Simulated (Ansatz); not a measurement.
A made-up structure of CH$_{6}$BSi (charge -1), singlet:

```tsv
atom	x (Å)	y (Å)	z (Å)
B1	-0.9079	0.7569	-1.1207
C2	0.0505	0.7498	-0.0168
Si3	0.6124	-0.7669	0.7819
H4	-1.3860	-0.2726	-1.5678
H5	-1.2815	1.7914	-1.6545
H6	-0.1830	-0.1194	-0.9496
H7	2.1039	-1.0494	0.7455
H8	-0.0079	-2.0011	0.1945
H9	0.3514	-0.8950	2.2723
```

It is relaxed with PBE-D4/def2-SVPD and then PBE0-D4/def2-TZVPD (Ansatz 0.2.0). Atoms count as bonded within 1.22 times the sum of their covalent radii (H–H: 0.88 Å). The end point is not checked to be a true minimum.

Does its bonding change? (A judgement: the text doesn't fix the answer.)

The calculation gives: Yes. Formed: C2–H6; broken: B1–H6.

Where it ends: The first stage lowers the energy by 3.16 eV in 17 steps. It ends as CH₆BSi ([BH2][CH][SiH3]), total charge -1:
```json
{"atom": "B1", "x (Å)": "-1.0009", "y (Å)": "0.7540", "z (Å)": "-1.0831"}
{"atom": "C2", "x (Å)": "0.0254", "y (Å)": "-0.2687", "z (Å)": "-0.8888"}
{"atom": "Si3", "x (Å)": "0.5396", "y (Å)": "-0.8407", "z (Å)": "0.7430"}
{"atom": "H4", "x (Å)": "-1.3405", "y (Å)": "1.1359", "z (Å)": "-2.1938"}
{"atom": "H5", "x (Å)": "-1.5735", "y (Å)": "1.2815", "z (Å)": "-0.1438"}
{"atom": "H6", "x (Å)": "0.5240", "y (Å)": "-0.7271", "z (Å)": "-1.7474"}
{"atom": "H7", "x (Å)": "2.0050", "y (Å)": "-0.6651", "z (Å)": "1.1003"}
{"atom": "H8", "x (Å)": "0.3659", "y (Å)": "-2.3199", "z (Å)": "1.0387"}
{"atom": "H9", "x (Å)": "-0.1932", "y (Å)": "-0.1560", "z (Å)": "1.8597"}
```

Labels in which every atom is bracketed show which atoms are joined, not bond orders.

For scale, one of the runs: PBE0-D4/def2-TZVPD relaxation, 171 basis functions, launched by `ansatz run in.yaml --threads 2 --pin off --events-out ev --progress --plain --max-ram 4352MiB`. The run took about 34 s on 2 CPU threads of an Arm Neoverse V1 (shared host).
